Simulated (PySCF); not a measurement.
Homolysis of single bonds, series B OH-SiH3. All species are isolated molecules in the gas phase. One relaxed conformer stands for each flexible species; it need not be the lowest. Strings in code marks are SMILES.

The numbers are results of PySCF 2.14.0 with B3LYP-D3(BJ)/def2-TZVP // PBE0-D4/def2-TZVP, not measurements. B3LYP has the VWN-RPA correlation part, as in Gaussian. 

```csv
species,highest occupied spin orbital (eV)
radical fragment (`[OH]`),-8.84
"whole molecule (`OB(O)[SiH3]` (H–O–B–Si torsion -178°, Si–B–O–H torsion 178°))",–
radical fragment (`O[B][SiH3]` (H–O–B–Si torsion 180°)),-4.98
radical fragment (`[SiH3]`),[?]
whole molecule (`OB([SiH3])[SiH3]` (H–O–B–Si torsion 0°)),–
radical fragment (`[SiH3][B][SiH3]`),-5.41
```

Q: Some entries are withheld; supply them.

A: 
- radical fragment (`[SiH3]`), highest occupied spin orbital (eV): -6.09
